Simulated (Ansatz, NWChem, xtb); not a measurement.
A ladder of methods for BH2SCl (SMILES SBCl)

The species is BH2SCl (5 atoms), meant as a singlet with charge 0. As SMILES, `SBCl`. The coordinates come from a PBE0-D4/def2-TZVP relaxation. This is one conformer, not always the lowest.

Each level gives the vertical ionisation energy (to the doublet cation) (eV). The values are calculated.

```csv
level,kind,program,value (eV)
GFN2-xTB,semi-empirical,xtb,14.44
GFN1-xTB,semi-empirical,xtb,15.18
HF/STO-3G,Hartree–Fock,Ansatz,7.68
SVWN5/STO-3G,LDA,Ansatz,8.70
BLYP/STO-3G,GGA,Ansatz,8.48
PBE/STO-3G,GGA,Ansatz,8.67
revPBE/STO-3G,GGA,Ansatz,8.65
r2SCAN/STO-3G,meta-GGA,Ansatz,8.77
MN15-L/6-311G*,meta-GGA,NWChem,10.78
B3LYP/STO-3G,global hybrid,Ansatz,8.79
```

The values span 7.68 to 15.18 eV. The xTB values lack the empirical shift that such differences need.
